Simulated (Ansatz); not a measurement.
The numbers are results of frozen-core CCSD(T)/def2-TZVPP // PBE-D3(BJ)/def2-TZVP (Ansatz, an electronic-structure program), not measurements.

Ansatz 0.2 input:
```yaml
crystal:
  periodic: [false, false, false]
  atoms:
    - { symbol: N, position_ang: [-0.002146, 0.43448, -0.000001] }
    - { symbol: H, position_ang: [0.809463, -0.213246, -0.000003] }
    - { symbol: H, position_ang: [-0.807317, -0.221232, 0.000003] }
basis:
  gaussian: { orbitals: def2-TZVPP }
correlation:
  method: ccsd_t
magnetization:
  spin_polarized: true
  initial_magnetization: 1
```

Output:

```
Functional definition: HF
352 factors; integrals over basis functions are off by at most 4.4e-4 eV
mean field evaluation 1: about -1511.9038 eV, gradient 1.3e1 eV
mean field evaluation 2: about -1511.9028 eV, gradient 1.3e1 eV
mean field evaluation 4: about -1512.6087 eV, gradient 1.3e0 eV
mean field evaluation 8: about -1512.6214 eV, gradient 1.1e-3 eV
mean field evaluation 16: about -1512.6214 eV, gradient 1.9e-6 eV
mean field evaluation 32: about -1510.3610 eV, gradient 3.6e-1 eV
mean field -1512.62136120 eV, -55.5878097327 hartree, gradient 1.9e-6 eV, S^2 0.759496; 1 other end points of the search recorded, 0 dependent functions left out
determinant -1512.62136120 eV, -55.5878097327 hartree, with singles and doubles -1518.18350133 eV, -55.7922146121 hartree
determinant -1510.36291609 eV, -55.5048134057 hartree, with singles and doubles -1515.96823810 eV, -55.7108051898 hartree
1 core orbitals not correlated
reference -1512.62136120 eV, -55.5878097327 hartree; 4, 3 occupied and 54, 55 virtual orbitals, 352 factors
second order -5.02181810 eV of doubles, -0.00000000 eV of singles
cycle   1  -5.49212568 eV  change   -4.4e-1 eV  update   1.3e-2
cycle   2  -5.50199835 eV  change   -9.9e-3 eV  update   3.0e-3
cycle   3  -5.50242042 eV  change   -4.2e-4 eV  update   1.2e-3
cycle   4  -5.50261735 eV  change   -2.0e-4 eV  update   4.4e-4
cycle   5  -5.50275932 eV  change   -1.4e-4 eV  update   1.6e-4
cycle   6  -5.50278599 eV  change   -2.7e-5 eV  update   5.1e-5
cycle   7  -5.50280877 eV  change   -2.3e-5 eV  update   1.5e-5
cycle   8  -5.50280742 eV  change    1.4e-6 eV  update   5.5e-6
perturbative correction -0.15542365 eV, -0.0057117136 hartree
Total energy: -1518.27959227 eV, -55.7957458890 hartree
```

Cost: around 3 core-seconds (rough).
